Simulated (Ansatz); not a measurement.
# BH− (quartet): the correlation ladder at distance B1–H2 = 1.206 Å, aug-cc-pVTZ

Aim: climb from Hartree-Fock through coupled cluster and multireference methods for BH− (quartet) at one geometry and basis, and see what each rung misses.

Method: aug-cc-pVTZ, core rule «outside noble gas», up to 1 orbitals frozen; program: Ansatz 0.2.0, Gaussian basis.

The runs, in order: UHF; CCSD(T) on ROHF; CCSD(T) on UHF; BCCD(T) on ROHF; CCSDT(Q) on ROHF; CCSDT(Q) on UHF; CASSCF and MRCISD+Q, 5 electrons in 5 orbitals; CASSCF and NEVPT2, 5 electrons in 5 orbitals; Full CI.

9 further runs of the same task are left out: 9 that didn't finish.

## Step 1: What is computed

The geometry derives from a PBE0/def2-TZVPD stationary point (not a proven minimum). One bond is set to the value named and the two fragments are kept rigid.

2 atoms, charge -1, spin multiplicity 4.

Atoms are counted from 1 here; the program's logs count them from 0.

Bond lengths: B1–H2 1.206 Å.

Coordinates:

```xyz
2

B     0.00000    0.00000    0.00000
H     0.00000    0.00000    1.20580
```

## Step 2: UHF

in.yaml

```yaml
crystal:
  periodic: [false, false, false]
  atoms:
    - {symbol: B, position_ang: [0.000000, 0.000000, 0.000000]}
    - {symbol: H, position_ang: [0.000000, 0.000000, 1.205800]}
basis:
  gaussian: {orbitals: aug-cc-pVTZ}
total_charge: -1
magnetization: {spin_polarized: true, initial_magnetization: 3}
hamiltonian: {xc: hf}
output: {orbitals: {seedname: orbitals}}
```

Started as:

```
$ ansatz run in.yaml --threads 1 --pin off --events-out ev --progress --plain --max-ram 2816MiB --backend cpu
```

After this run come: CCSD(T) on ROHF; CCSD(T) on UHF; BCCD(T) on ROHF; CCSDT(Q) on ROHF; CCSDT(Q) on UHF; CASSCF and MRCISD+Q, 5 electrons in 5 orbitals; CASSCF and NEVPT2, 5 electrons in 5 orbitals; Full CI.

**Question.** What will the summary of the whole plan be? Wanted: UCCSDT(Q) below the RHF energy; RMP2 from UCCSDT(Q); UMP2 from UCCSDT(Q); RCCSD from UCCSDT(Q); RCCSD(T) from UCCSDT(Q); UCCSD(T) from UCCSDT(Q); RCCSDT(Q) from UCCSDT(Q); NEVPT2 valence from UCCSDT(Q); MRCISD+Q valence from UCCSDT(Q).

As calculated:

```
                         quantity                                                                     value
   UCCSDT(Q) below the RHF energy                                                                -2.4493 eV
              RMP2 from UCCSDT(Q)                                                           +11.92 kcal/mol
              UMP2 from UCCSDT(Q)                                                           +12.01 kcal/mol
             RCCSD from UCCSDT(Q)                                                            +2.46 kcal/mol
          RCCSD(T) from UCCSDT(Q)                                                            +0.52 kcal/mol
          UCCSD(T) from UCCSDT(Q)                                                            +0.52 kcal/mol
         RCCSDT(Q) from UCCSDT(Q)                                                            +0.01 kcal/mol
    NEVPT2 valence from UCCSDT(Q)                                                           +14.50 kcal/mol
  MRCISD+Q valence from UCCSDT(Q)                                                            +0.88 kcal/mol
levels within 1 kcal/mol (43 meV)  RCCSD(T), UCCSD(T), BCCD(T), RCCSDT, UCCSDT, RCCSDT(Q), MRCISD+Q valence
                    T1 diagnostic                                                                     0.025
   effectively unpaired electrons                                                                      3.00
```

**Reading.** RCCSD(T) misses by +0.52 kcal/mol, 0.9 % of the correlation energy. One determinant dominates. Of the multireference levels listed MRCISD+Q valence comes nearest in total energy (+0.88 kcal/mol), which doesn't show that its space is the better one. These misses are within one basis, not against nature; the frozen cores of restricted and unrestricted runs differ, which can shift their rows.
